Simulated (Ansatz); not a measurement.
Ansatz (a first-principles code) input (PBE/aug-cc-pVQZ):

Ansatz 0.2 input:
```yaml
crystal:
  periodic: [false, false, false]
  atoms:
    - {symbol: N, position_ang: [-0.00000000, 0.00000000, 0.00000000]}
    - {symbol: H, position_ang: [-0.01073378, 1.02502493, -0.03038898]}
    - {symbol: H, position_ang: [0.89333025, -0.50366246, 0.00006664]}
    - {symbol: H, position_ang: [-0.88259648, -0.52136248, 0.03032234]}
basis:
  gaussian:
    orbitals: aug-cc-pVQZ
hamiltonian:
  xc: {name: PBE}
total_charge: 1
magnetization: {spin_polarized: true, initial_magnetization: 1}
```

Output:

```
Functional definition: PBE
integrals: 0.05 GiB planned
411 factors; their error is unknown
mean field: 0.89 GiB planned
mean field evaluation 1: about -1516.9568 eV, gradient 5.5e1 eV
mean field evaluation 2: about -1509.1676 eV, gradient 6.5e1 eV
mean field evaluation 4: about -1527.6638 eV, gradient 1.7e-1 eV
mean field evaluation 8: about -1527.6584 eV, gradient 1.1e-1 eV
mean field -1527.65841537 eV, -56.1404112810 hartree, gradient 1.8e-5 eV, S^2 0.753440; 0 other end points of the search recorded, 0 dependent functions left out
reference -1527.65844034 eV, -56.1404121983 hartree; 5, 4 occupied and 213, 214 virtual orbitals, 411 factors
Total energy: -1527.65844034 eV, -56.1404121983 hartree
```
